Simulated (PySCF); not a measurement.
Working out the electron affinity of Si

Si⁻ [Ne] 3s2 3p3 (4S) → Si [Ne] 3s2 3p2 (3P). Computed with PySCF 2.14 in dyall-acv3z (19s12p6d4f, 113 functions), with scalar relativity by spin-free X2C-1e. Frozen: 1s2; the 18 highest virtual orbitals dropped. Energies in hartree (1 hartree = 27.21139 eV):

```
             part  Si⁻ (lower)   Si (upper)
              UHF  -289.494145  -289.463284
MP2 opposite-spin    -0.270571    -0.263206
    MP2 same-spin    -0.103031    -0.090894
```

Task: What does Hartree-Fock give?

Result: (-289.463284) − (-289.494145) = 0.030861 hartree = 0.840 eV.

Task: What do MP2 and SCS-MP2 (6/5 opposite-spin, 1/3 same-spin) give?

Result: The opposite-spin parts differ by 0.200 eV and the same-spin parts by 0.330 eV. MP2: 0.840 + (0.200) + (0.330) = 1.370 eV. SCS-MP2: 0.840 + 1.2 × (0.200) + (0.330)/3 = 1.190 eV.

A first-order spin-orbit estimate adds -0.016 eV to MP2 (valence and next inner shell), giving 1.354 eV against 1.390 eV (measured; photodetachment measurements, as compiled on the Wikipedia data page of electron affinities).

What remains against the reference includes basis incompleteness, the frozen core and correlation beyond second order.
